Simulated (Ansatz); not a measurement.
**How far each method lies from full CI for PH⁺, doublet**

Geometry: a point of a stretch scan, not a stationary point.

```xyz
2

P     0.0000    0.0000    0.0000
H     0.0000    0.0000    1.5390
```

Basis cc-pVTZ; Ansatz 0.2.0. Correlated methods freeze the noble-gas cores, which leaves 5 electrons in 43 orbitals. R marks a restricted (for open shells ROHF) determinant, U an unrestricted one. Active spaces: pair = (3e, 3o) about the gap; valence = (5e, 5o) chosen from the atoms' valence shells.

Full CI is exact within this basis and frozen core; it isn't the basis-set limit. The frozen core follows each run's orbitals, which can shift R against U totals by a few meV.

For open shells CISD is restricted-active-space CI with the open shells as a complete middle space.

The UHF ⟨S²⟩ is 0.797 and the T1 diagnostic (RCCSD) is 0.0217. The largest doubles amplitude (RCCSD) is 0.080. The T1 diagnostic (UCCSD) is 0.0158.

```json
{"level": "RHF", "E − E(full CI) (mEh)": "126.51", "share of correlation (%)": "0.00", "wall time": "–"}
{"level": "RMP2", "E − E(full CI) (mEh)": "30.09", "share of correlation (%)": "76.22", "wall time": "–"}
{"level": "UMP2", "E − E(full CI) (mEh)": "30.74", "share of correlation (%)": "75.70", "wall time": "–"}
{"level": "CISD", "E − E(full CI) (mEh)": "7.75", "share of correlation (%)": "93.88", "wall time": "0.75 s"}
{"level": "RCCSD", "E − E(full CI) (mEh)": "4.37", "share of correlation (%)": "96.54", "wall time": "–"}
{"level": "UCCSD", "E − E(full CI) (mEh)": "4.16", "share of correlation (%)": "96.71", "wall time": "–"}
{"level": "RCCSD(T)", "E − E(full CI) (mEh)": "0.90", "share of correlation (%)": "99.29", "wall time": "1.6 s"}
{"level": "UCCSD(T)", "E − E(full CI) (mEh)": "0.87", "share of correlation (%)": "99.31", "wall time": "2.5 s"}
{"level": "BCCD(T)", "E − E(full CI) (mEh)": "0.91", "share of correlation (%)": "99.28", "wall time": "1.1 s"}
{"level": "RCCSDT", "E − E(full CI) (mEh)": "0.10", "share of correlation (%)": "99.92", "wall time": "–"}
{"level": "UCCSDT", "E − E(full CI) (mEh)": "0.06", "share of correlation (%)": "99.96", "wall time": "–"}
{"level": "RCCSDT(Q)", "E − E(full CI) (mEh)": "0.01", "share of correlation (%)": "99.99", "wall time": "11 s"}
{"level": "UCCSDT(Q)", "E − E(full CI) (mEh)": "-0.03", "share of correlation (%)": "100.02", "wall time": "11 s"}
{"level": "CASSCF (pair space)", "E − E(full CI) (mEh)": "106.22", "share of correlation (%)": "16.04", "wall time": "–"}
{"level": "NEVPT2 (pair space)", "E − E(full CI) (mEh)": "26.81", "share of correlation (%)": "78.81", "wall time": "0.93 s"}
{"level": "CASSCF (valence space)", "E − E(full CI) (mEh)": "85.49", "share of correlation (%)": "32.43", "wall time": "–"}
{"level": "NEVPT2 (valence space)", "E − E(full CI) (mEh)": "22.95", "share of correlation (%)": "81.86", "wall time": "0.48 s"}
{"level": "MRCISD (valence space)", "E − E(full CI) (mEh)": "4.08", "share of correlation (%)": "96.77", "wall time": "–"}
{"level": "MRCISD+Q (valence space)", "E − E(full CI) (mEh)": "0.16", "share of correlation (%)": "99.87", "wall time": "0.9 s"}
```

The correlation energy at full CI, counted from RHF, is -3.443 eV. That run took 42 s on 1 thread of Arm Neoverse V1, shared host over 2,785,730 determinants.

Run but not shown, since their state, orbitals or frozen core can't be matched to the reference's or they repeat it: UHF.

Times hold each run's SCF and search for its determinant on a shared host, so for small cases they say little of a method's own cost; they ran on 1 thread of Arm Neoverse V1. Some runs computed forces too.

The full-CI state has the irrep B1 of C2v, in the program's axes (one component, if the state is degenerate).

Natural occupations of full CI about the gap: 1.944 1.903 0.984 0.053 0.043 0.015 0.012 0.011 0.010 0.006; effectively unpaired electrons, Σ n²(2−n)², 1.07.
